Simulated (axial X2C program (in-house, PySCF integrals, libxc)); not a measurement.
## Excited states of SiS by EOM-EE-CCSD

Calculated with an axial X2C code built on PySCF integrals: two-component X2C with atomic mean-field Coulomb and Gaunt terms, Gaussian nuclei, basis S dyall-av3z, Si dyall-av3z with contracted cores.

R = 1.939 Å (near the PBE0 minimum at charge 0 of the determinant lowest at the starting distance; the state shown can have its own minimum elsewhere).

Hartree–Fock spinors of SiS (one of each Kramers pair; a window near the gap, which can cut inner shells):

| ω | occupied | ε (eV) | character |
| --- | --- | --- | --- |
| 1/2 | yes | -25.68 | 59% S s, 14% Si s, 13% Si p |
| 1/2 | yes | -15.67 | 42% S p, 37% Si s, 11% S s |
| 1/2 | yes | -10.63 | 37% Si p, 36% S p, 17% Si s |
| 1/2 | yes | -10.56 | 63% S p, 22% Si p, 7% Si d |
| 3/2 | yes | -10.51 | 67% S p, 20% Si p, 8% Si d |
| 1/2 | no | 0.36 | 64% Si p, 15% Si d, 9% S d |
| 3/2 | no | 0.37 | 64% Si p, 15% Si d, 9% S d |
| 1/2 | no | 0.98 | 65% Si p, 33% Si s |
| 1/2 | no | 1.11 | 57% Si s, 28% Si p, 8% S p |
| 1/2 | no | 1.42 | 86% Si p, 6% S d, 5% S p |
| 3/2 | no | 1.42 | 85% Si p, 6% S d, 5% S p |

Vertical excitation energies from the closed-shell determinant state of SiS:

```json
{"Ω": "0⁻", "excitation (eV)": "3.408", "cm⁻¹": "27486", "hole of the leading pair": "40% Si pσ, 26% S pσ, 24% Si sσ", "particle of the leading pair": "59% Si pπ, 14% Si dπ, 12% S pπ", "weight of the pair (for Ω = 0 its time-reversed partner can hold as much again)": "0.47", "singles weight": "0.95"}
{"Ω": "0⁺", "excitation (eV)": "3.410", "cm⁻¹": "27501", "hole of the leading pair": "41% Si pσ, 26% S pσ, 24% Si sσ", "particle of the leading pair": "59% Si pπ, 14% Si dπ, 12% S pπ", "weight of the pair (for Ω = 0 its time-reversed partner can hold as much again)": "0.47", "singles weight": "0.95"}
{"Ω": "1", "excitation (eV)": "3.422", "cm⁻¹": "27601", "hole of the leading pair": "41% Si pσ, 26% S pσ, 24% Si sσ", "particle of the leading pair": "59% Si pπ, 14% Si dπ, 12% S pπ", "weight of the pair (for Ω = 0 its time-reversed partner can hold as much again)": "0.47", "singles weight": "0.95"}
{"Ω": "2", "excitation (eV)": "3.437", "cm⁻¹": "27722", "hole of the leading pair": "41% Si pσ, 26% S pσ, 24% Si sσ", "particle of the leading pair": "58% Si pπ, 14% Si dπ, 12% S pπ", "weight of the pair (for Ω = 0 its time-reversed partner can hold as much again)": "0.94", "singles weight": "0.95"}
{"Ω": "1", "excitation (eV)": "3.488", "cm⁻¹": "28135", "hole of the leading pair": "67% S pπ, 19% Si pπ, 8% Si dπ", "particle of the leading pair": "56% Si pπ, 16% S dπ, 16% S pπ", "weight of the pair (for Ω = 0 its time-reversed partner can hold as much again)": "0.50", "singles weight": "0.94"}
{"Ω": "0⁻", "excitation (eV)": "3.490", "cm⁻¹": "28151", "hole of the leading pair": "67% S pπ, 19% Si pπ, 8% Si dπ", "particle of the leading pair": "55% Si pπ, 16% S dπ, 16% S pπ", "weight of the pair (for Ω = 0 its time-reversed partner can hold as much again)": "0.23", "singles weight": "0.94"}
{"Ω": "3", "excitation (eV)": "3.931", "cm⁻¹": "31702", "hole of the leading pair": "67% S pπ, 19% Si pπ, 8% Si dπ", "particle of the leading pair": "56% Si pπ, 16% S dπ, 15% S pπ", "weight of the pair (for Ω = 0 its time-reversed partner can hold as much again)": "0.92", "singles weight": "0.93"}
{"Ω": "2", "excitation (eV)": "3.939", "cm⁻¹": "31767", "hole of the leading pair": "67% S pπ, 19% Si pπ, 8% Si dπ", "particle of the leading pair": "56% Si pπ, 16% S dπ, 15% S pπ", "weight of the pair (for Ω = 0 its time-reversed partner can hold as much again)": "0.53", "singles weight": "0.93"}
{"Ω": "1", "excitation (eV)": "3.951", "cm⁻¹": "31866", "hole of the leading pair": "67% S pπ, 19% Si pπ, 8% Si dπ", "particle of the leading pair": "56% Si pπ, 16% S dπ, 15% S pπ", "weight of the pair (for Ω = 0 its time-reversed partner can hold as much again)": "0.92", "singles weight": "0.93"}
```

This point took 20 s on 1 thread of Arm Neoverse V2 (shared host).

Reference electrons by ω block (each with its −ω partner): 1/2: 12, 3/2: 3. 10 electrons of SiS correlated (inner shells frozen), 88 natural virtual spinors (a truncated set); levels can be off by some tenths of an eV. Roots sought by Ω: (0: 5, 1: 4, 2: 3, 3: 1); the list ends where they run out and leaves out roots under 60 % singles weight. The solver can skip a root, and states that need a further excitation, which the method places far too high, are missing though they may lie low or lowest. T1 of the reference 0.022 (Lee–Taylor). Number of frozen shells: S 2 s, 1 p; Si 2 s, 1 p.
